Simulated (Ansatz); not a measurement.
SiPH₇O, closed shell: a pair in one relaxed arrangement.

The input file, in.yaml:

```yaml
crystal:
  periodic: [false, false, false]
  atoms:
    - {symbol: Si, position_ang: [0.264992, 0.320997, -1.717624]}
    - {symbol: O, position_ang: [-1.091345, 0.070967, -0.806896]}
    - {symbol: H, position_ang: [-0.098028, 0.604377, -3.134550]}
    - {symbol: H, position_ang: [0.944797, 1.495489, -1.128539]}
    - {symbol: H, position_ang: [1.168661, -0.859866, -1.701767]}
    - {symbol: H, position_ang: [-1.691878, -0.618078, -1.093231]}
    - {symbol: P, position_ang: [0.527501, -0.261145, 1.984015]}
    - {symbol: H, position_ang: [-0.373606, 0.820076, 2.150902]}
    - {symbol: H, position_ang: [0.842294, -0.331674, 3.368189]}
    - {symbol: H, position_ang: [-0.493387, -1.241042, 2.079502]}
basis:
  gaussian: {orbitals: "def2-TZVPPD.json"}
hamiltonian: {xc: hse06, dispersion: d4}
```

The basis file named in the input lies beside it (Basis Set Exchange, JSON).

Command:

```bash
ansatz run in.yaml --threads 4 --pin off --events-out ev --progress --plain --max-ram 9574MiB
```

What Ansatz 0.2.0 printed:

```
Functional definition: HSE06
  name "HSE06"
  cite "Heyd, Scuseria & Ernzerhof, J. Chem. Phys. 118, 8207 (2003) doi:10.1063/1.1564060"
  cite "Krukau, Vydrov, Izmaylov & Scuseria, J. Chem. Phys. 125, 224106 (2006) doi:10.1063/1.2404663"
  cite "Heyd & Scuseria, J. Chem. Phys. 120, 7274 (2004) doi:10.1063/1.1668634"
  cite "Ernzerhof & Perdew, J. Chem. Phys. 109, 3313 (1998) doi:10.1063/1.476928"
  cite "Perdew, Burke & Ernzerhof, Phys. Rev. Lett. 77, 3865 (1996) doi:10.1103/PhysRevLett.77.3865"
  parent pbe
  parameter a = 0.25
  parameter omega = 0.11/bohr
  # The whole range is PBE's own exchange, as in plane waves. The composition of these papers is wPBEh.
  exchange = pbe_x - a*pbe_x_sr(omega) + a*exact_x_sr(omega)
  correlation = pbe_c
1259 factors; their error is unknown
128 factors; integrals over basis functions are off by at most 2.2e-6 eV
mean field evaluation 1: about -19315.0847 eV, gradient 5.3e1 eV
mean field evaluation 2: about -19303.8284 eV, gradient 9.3e1 eV
mean field evaluation 4: about -19319.7851 eV, gradient 2.4e0 eV
mean field evaluation 8: about -19319.7964 eV, gradient 2.3e-2 eV
mean field evaluation 16: about -19319.8333 eV, gradient 2.4e-5 eV
mean field -19319.83325229 eV, -709.9907765683 hartree, gradient 2.4e-5 eV, S^2 0.000000; 0 other end points of the search recorded, 0 dependent functions left out
reference -19319.83330441 eV, -709.9907784836 hartree; 22, 22 occupied and 233, 233 virtual orbitals, 1259 factors
Total energy: -19319.96024986 eV, -709.9954436431 hartree
```

The lines “mean field evaluation” count trial sets of orbitals through the whole run, from several starts and some on an approximate energy, so they need not fall steadily or lie above the final value.

Hardware: 4 CPU threads of an Arm Neoverse V2, shared host. Wall time about 2.3 s.
